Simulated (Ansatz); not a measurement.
Geometry optimisation, Ansatz, RKS PBE-D4/6-31G*.

Input:

```yaml
crystal:
  periodic: [false, false, false]
  atoms:
    - { symbol: Si, position_ang: [-0.463834, -0.189298, -0.555653] }
    - { symbol: H, position_ang: [0.407661, -1.023757, 1.825586] }
    - { symbol: C, position_ang: [1.335807, 0.345141, -0.273363] }
    - { symbol: H, position_ang: [1.901225, -0.373962, 0.339198] }
    - { symbol: H, position_ang: [1.84216, 0.427742, -1.252328] }
    - { symbol: H, position_ang: [1.379716, 1.331167, 0.219307] }
    - { symbol: H, position_ang: [-0.952911, 0.511522, -1.794679] }
    - { symbol: H, position_ang: [-0.514761, -1.666935, -0.832947] }
    - { symbol: P, position_ang: [-1.867515, 0.433007, 1.037511] }
    - { symbol: H, position_ang: [-3.007659, 0.520644, 0.168418] }
    - { symbol: H, position_ang: [-2.216289, -0.878583, 1.498397] }
    - { symbol: H, position_ang: [0.057001, -0.748786, 2.379153] }
basis:
  gaussian: { orbitals: "6-31G*" }
hamiltonian:
  xc: pbe
  dispersion: d4
relax:
  f_tol: 0.03
  max_steps: 50
output:
  orbitals: {}
```

Command:

```bash
$ ansatz run input.yaml --threads 1 --pin off --max-ram 2048MiB --backend cpu --events-out ev --progress --plain --runs-dir out
```

Q: Where does it end, and by what steps?

A: It converged. The force dipped under the threshold on the way, but the program's further checks kept it going. After 14 steps the energy has fallen by 0.270 eV; H2 moved furthest, 1.29 Å.

```json
{"step": "0", "energy less start (eV)": "0.0000", "largest force component (eV/Å)": "1.381", "accepted": "yes"}
{"step": "1", "energy less start (eV)": "-0.1489", "largest force component (eV/Å)": "0.217", "accepted": "yes"}
{"step": "2", "energy less start (eV)": "-0.1938", "largest force component (eV/Å)": "0.135", "accepted": "yes"}
{"step": "3", "energy less start (eV)": "-0.2219", "largest force component (eV/Å)": "0.182", "accepted": "yes"}
{"step": "4", "energy less start (eV)": "-0.2353", "largest force component (eV/Å)": "0.278", "accepted": "yes"}
{"step": "5", "energy less start (eV)": "-0.2559", "largest force component (eV/Å)": "0.261", "accepted": "yes"}
{"step": "6", "energy less start (eV)": "-0.2524", "largest force component (eV/Å)": "0.412", "accepted": "no"}
{"step": "7", "energy less start (eV)": "-0.2635", "largest force component (eV/Å)": "0.034", "accepted": "yes"}
{"step": "8", "energy less start (eV)": "-0.2652", "largest force component (eV/Å)": "0.177", "accepted": "yes"}
{"step": "9", "energy less start (eV)": "-0.2678", "largest force component (eV/Å)": "0.114", "accepted": "yes"}
{"step": "10", "energy less start (eV)": "-0.2691", "largest force component (eV/Å)": "0.029", "accepted": "yes"}
{"step": "11", "energy less start (eV)": "-0.2698", "largest force component (eV/Å)": "0.011", "accepted": "yes"}
{"step": "12", "energy less start (eV)": "-0.2700", "largest force component (eV/Å)": "0.069", "accepted": "yes"}
{"step": "13", "energy less start (eV)": "-0.2703", "largest force component (eV/Å)": "0.030", "accepted": "yes"}
{"step": "14", "energy less start (eV)": "-0.2705", "largest force component (eV/Å)": "0.016", "accepted": "yes"}
```

```xyz
12
Properties=species:S:1:pos:R:3
Si -0.577 0.024 -0.922
H 0.878 -1.596 2.884
C 1.199 0.373 -0.371
H 1.462 -0.224 0.518
H 1.911 0.121 -1.175
H 1.327 1.439 -0.118
H -0.923 0.853 -2.127
H -0.729 -1.422 -1.308
P -2.024 0.650 0.728
H -3.178 0.076 0.091
H -1.793 -0.521 1.530
H 0.348 -1.085 3.028
```

The run took 36 s on 1 thread of Arm Neoverse V2, with other jobs on the host, peak memory 0.13 GiB.
